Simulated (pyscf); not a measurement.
**Addition across a multiple bond or ene-type step: `[SiH2]=[S]` + `[SH2]` → `[SH][SiH2][SH]`**

Gas phase, singlet surface, charge 0. Bonds broken: S5–H6. Bonds formed: S1–H6, Si2–S5. Single points on ωB97X-D3(BJ)/def2-SVP structures (PySCF, gas phase). Correlated levels are frozen-core, on RHF or UHF. ΔMP2 is the change of the MP2 total energy from the triple- to the quadruple-zeta basis.

Transition state (Å):

```xyz
7

S     -0.1816     0.9347     1.5247
Si     0.0749     0.3765    -0.4013
H      1.4077     0.0318    -0.9657
H     -0.7897     0.8691    -1.5101
S     -0.7957    -1.7804    -0.0161
H     -0.6690    -0.9221     1.1974
H     -2.0770    -1.4060    -0.2104
```

One imaginary mode, 853i cm⁻¹; descent along it reached the two sides named, in the forms told below.

| bond | change | reactant side (Å) | saddle | product side |
|---|---|---|---|---|
| S5–H6 | breaks | 1.349 | 1.492 | 3.5 |
| S1–H6 | forms | 3.4 | 1.947 | 1.348 |
| Si2–S5 | forms | 2.6 | 2.358 | 2.136 |

Electronic energies relative to the separated reactants (eV):

| level | barrier | reaction energy | reverse barrier |
|---|---|---|---|
| ωB97X-D3(BJ)/def2-TZVP | -0.31 | -2.07 | 1.76 |
| PBE/def2-TZVP | -0.38 | -1.77 | 1.39 |
| r²SCAN/def2-TZVP | -0.36 | -1.88 | 1.52 |
| B3LYP-D3(BJ)/def2-TZVP | -0.19 | -1.80 | 1.61 |
| PBE0-D3(BJ)/def2-TZVP | -0.41 | -1.97 | 1.56 |
| M06-2X/def2-TZVP | -0.19 | -1.87 | 1.68 |
| ωB97M-D3(BJ)/def2-TZVP | -0.15 | -1.85 | 1.70 |
| HF/def2-TZVP | 0.47 | -1.71 | 2.19 |
| MP2/def2-QZVPP | -0.26 | -1.87 | 1.61 |
| CCSD/def2-TZVPP | 0.05 | -1.78 | 1.83 |
| CCSD(T)/def2-TZVPP | -0.05 | -1.77 | 1.72 |
| CCSD(T)/def2-TZVPP + ΔMP2(QZVPP) | -0.11 | -1.80 | 1.69 |

With CCSD(T)/def2-TZVPP + ΔMP2(QZVPP) energies and thermal terms (ideal gas, 1 atm, RRHO with modes under 100 cm⁻¹ raised to 100, one conformer, R ln 2 for chiral ones without a mode under 150 cm⁻¹), in eV:

```json
[
 {"T (K)": "298", "ΔH‡": "-0.12", "ΔG‡": "0.32", "ΔH": "-1.72", "ΔG": "-1.27"},
 {"T (K)": "600", "ΔH‡": "-0.11", "ΔG‡": "0.78", "ΔH": "-1.69", "ΔG": "-0.83"},
 {"T (K)": "900", "ΔH‡": "-0.08", "ΔG‡": "1.21", "ΔH": "-1.64", "ΔG": "-0.42"},
 {"T (K)": "1200", "ΔH‡": "-0.05", "ΔG‡": "1.64", "ΔH": "-1.59", "ΔG": "-0.02"}
]
```

On the reactant side the descent ends in an adduct with a S–Si contact, 0.59 eV under the separated species and 0.27 eV under the saddle at ωB97X-D3(BJ)/def2-TZVP. At ωB97X-D3(BJ), PBE, r²SCAN, B3LYP-D3(BJ), PBE0-D3(BJ), M06-2X, ωB97M-D3(BJ), MP2, CCSD(T), CCSD(T) the saddle lies under the separated reactants, which points to a path from their complex (located at ωB97X-D3(BJ) alone). What is counted as formed (S–Si) is already present as a longer contact in the reactant adduct; forming that adduct is a step of its own. This is the saddle that the search found; another between the same sides may lie lower. The CCSD(T) − MP2 part came from Ansatz, without density fitting, on the same reference.
